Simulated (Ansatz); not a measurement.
# NH3+ (quartet): wave-function methods side by side, 6-31G

How much of the correlation energy of NH3+ (quartet) does each wave-function method recover here?

The runs use Ansatz 0.2.0, Gaussian basis; 6-31G, core rule «outside noble gas», up to 1 orbitals frozen.

Plan: UHF; CCSD(T) on ROHF; CCSD(T) on UHF; BCCD(T) on ROHF; CISD; CCSDT(Q) on ROHF; CCSDT(Q) on UHF; CISDTQ; CCSDTQ on ROHF; CCSDTQ on UHF; CASSCF and MRCISD+Q, 7 electrons in 7 orbitals; CASSCF and NEVPT2, 7 electrons in 7 orbitals; Full CI.

8 further runs of the same task are left out: 2 that didn't finish, 6 set aside as unsound or not needed.

## Step 1: The system

The geometry is a PBE0/def2-TZVP stationary point (not a proven minimum) of the parent state, kept for this charge and spin.

4 atoms, charge 1, spin multiplicity 4.

Atoms are counted from 1 here; the program's logs count them from 0.

Bond lengths: N1–H2 1.024 Å, N1–H3 1.024 Å, N1–H4 1.024 Å. Angles: H2–N1–H3 120.0°, H2–N1–H4 120.0°, H3–N1–H4 120.0°.

## Step 2: UHF

Input file in.yaml:

```yaml
crystal:
  periodic: [false, false, false]
  atoms:
    - {symbol: N, position_ang: [0.000000, 0.000000, 0.000000]}
    - {symbol: H, position_ang: [1.024021, 0.013755, -0.000070]}
    - {symbol: H, position_ang: [-0.523923, 0.879946, -0.002762]}
    - {symbol: H, position_ang: [-0.500098, -0.893701, 0.002832]}
basis:
  gaussian: {orbitals: 6-31G}
total_charge: 1
magnetization: {spin_polarized: true, initial_magnetization: 3}
hamiltonian: {xc: hf}
output: {orbitals: {seedname: orbitals}}
```

The run is started by

```bash
$ ansatz run in.yaml --threads 1 --pin off --events-out ev --progress --plain --max-ram 2176MiB
```

The runs that follow: CCSD(T) on ROHF; CCSD(T) on UHF; BCCD(T) on ROHF; CISD; CCSDT(Q) on ROHF; CCSDT(Q) on UHF; CISDTQ; CCSDTQ on ROHF; CCSDTQ on UHF; CASSCF and MRCISD+Q, 7 electrons in 7 orbitals; CASSCF and NEVPT2, 7 electrons in 7 orbitals; Full CI.

Q: Predict the results of all the runs planned. Wanted: FCI below the RHF energy; RMP2 from FCI; UMP2 from FCI; RCCSD from FCI; RCCSD(T) from FCI; UCCSD(T) from FCI; RCCSDT(Q) from FCI; NEVPT2 valence from FCI; MRCISD+Q valence from FCI.

**Answer**, as computed:

```
                         quantity                                                            value
         FCI below the RHF energy                                                       -2.4865 eV
                    RMP2 from FCI                                                       +789.4 meV
                    UMP2 from FCI                                                       +631.2 meV
                   RCCSD from FCI                                                       +100.6 meV
                RCCSD(T) from FCI                                                        +28.3 meV
                UCCSD(T) from FCI                                                        +41.5 meV
               RCCSDT(Q) from FCI                                                         +0.5 meV
          NEVPT2 valence from FCI                                                       +363.2 meV
        MRCISD+Q valence from FCI                                                       +120.6 meV
levels within 1 kcal/mol (43 meV)  RCCSD(T), UCCSD(T), BCCD(T), RCCSDT, CISDTQ, RCCSDT(Q), RCCSDTQ
                    T1 diagnostic                                                            0.016
   effectively unpaired electrons                                                             3.04
```

**Reading.** RCCSD(T) lands +28.3 meV from the yardstick (1.1 % of the correlation energy). One determinant dominates. Of the multireference levels listed MRCISD+Q valence comes nearest in total energy (+120.6 meV), which doesn't show that its space is the better one. Coupled cluster took another determinant than the lowest Hartree-Fock one. These misses are within one basis, not against nature; the frozen cores of restricted and unrestricted runs differ, which can shift their rows.
